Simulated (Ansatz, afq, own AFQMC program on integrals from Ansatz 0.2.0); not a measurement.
# O, triplet in aug-cc-pVDZ, levels against full CI

A free O atom.

Basis aug-cc-pVDZ. Only valence electrons are correlated. AFQMC by an in-house program on the Cholesky factors that Ansatz 0.2.0 writes for its CCSD(T) run. The CISD trial takes its coefficients from CCSD amplitudes. Released means that phaseless walkers are propagated on without the constraint, phases kept. Uncertainties: one standard error, sampling alone.

Determinant: UHF, the one that the program's search chose, which needn't be the lowest solution.

Full CI on the same integrals is exact in this basis and with this determinant's frozen core.

Cautions: the ph-AFQMC/CISD walk drifts between its halves (2.2 errors).

The T1 diagnostic is 0.0097. The weight of the determinant in the CISD state is 0.963. The ⟨S²⟩ of the determinant is 2.008 and the size of the correlated space is 6 electrons in 22 orbitals.

Reference: full CI, correlation energy -3.521 eV. The released energy is read at 1.50 1/Eh (meV from the phaseless value at times in 1/Eh: -1.5 ± 0.8 at 0.24, -1.4 ± 0.8 at 0.50, -4.2 ± 0.6 at 1.00, -4.2 ± 0.7 at 1.50).

```tsv
level	E − E(reference) (mEh)	share of correlation (%)
HF	129.39	0.00
MP2	19.02	85.30
CCSD	2.15	98.34
CCSD(T)	0.34	99.74
CCSDT	0.06	99.95
CCSDT(Q)	0.00	100.00
CCSDTQ	0.00	100.00
ph-AFQMC/HF	1.90 ± 0.44	98.53
ph-AFQMC/CISD	0.15 ± 0.03	99.88
released AFQMC	0.00 ± 0.03	100.00
```

CCSDT and higher add their correlation energy to the determinant of the CCSD(T) run, since their own runs factorise the integrals more tightly (a shift of under 2 meV). A walk keeps the symmetry of its determinant, which the program's search chose and which needn't be the lowest solution, so a lower state of the same spin and another symmetry isn't excluded. Released energies are given only where the last usable release times agree within the noise; a slower fall can still hide under it.
